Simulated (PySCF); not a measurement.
Structure problem from calculated spectra and properties.

Formula: C4H4S.

* Polarisability: 65.6 au [CAM-B3LYP/def2-SVPD]
* Rotational structure: rotational constants A, B, C: 11.069, 2.632, 2.341 GHz [PBE0-D3(BJ)/def2-SVP]
* Dipole: 1.63 D [CAM-B3LYP/def2-SVPD]
* NMR, other nuclei: isotropic shieldings of nuclei other than C and H, by class: 641 (1 S) ppm [GIAO KT2/pcSseg-2]
* 1H NMR: chemical shifts (computed TMS as zero) by class: 3.54 (1 H), 2.66 (1 H), 2.54 (1 H), 2.04 (1 H) ppm [GIAO KT2/pcSseg-2]
* 13C NMR: chemical shifts (computed TMS as zero) by class: 82.7 (1 C), 67.6 (1 C), 30.5 (1 C), 23.9 (1 C) ppm [GIAO KT2/pcSseg-2]
* UV, first state: lowest singlet excitation: 4.56 eV (272 nm, f = 0.002) [TDDFT CAM-B3LYP/def2-SVPD]

The electronic properties come from PySCF, for the isolated species, density fitting. Levels stand in brackets. Geometry: PBE0-D3(BJ)/def2-SVP; no solvent, vibrations or thermal averaging. NMR values are class means; diastereotopic atoms form classes of their own.

Question: Propose a structure and show how it fits.

Answer: Numbering: `[CH:1]#[C:2][C@@H:3]1[CH2:4][S:5]1`. Its formula, C4H4S, gives 3 degrees of unsaturation: 1 ring and 2 π bonds in the structure found. 4 carbons fall into 4 classes; from least to most shielded: alkyne carbon [C2] (82.7 ppm), terminal alkyne carbon [C1] (67.6 ppm), ring sp3 carbon bound to sulfur [C4] (30.5 ppm), ring sp3 carbon bound to sulfur [C3] (23.9 ppm). Hydrogen classes from least to most shielded: 1 H on an sp3 carbon bound to sulfur, C3 (3.54 ppm), 1 H on an sp3 carbon bound to sulfur, C4 (2.66 ppm), 1 H on an sp3 carbon bound to sulfur, C4 (2.54 ppm), 1 H on a terminal alkyne carbon, C1 (2.04 ppm). The other shieldings belong to: 641 ppm, sulfide sulfur [S5]. The optimised geometry has point group C1 and is an asymmetric top. Structure: `C#C[C@@H]1CS1`. Computed isomers that give other values at the same levels: `CC#CC=S` (rotational constant A: 26.513 GHz; this holds for the one conformer computed); `C=CC=C=S` (rotational constant A: 37.619 GHz; this holds for the one conformer computed); `C#CCC=S` (rotational constant A: 21.104 GHz; this holds for the one conformer computed). The assignments are read from this structure; whether some other isomer fits the data as well wasn't checked. The mirror image fits equally.
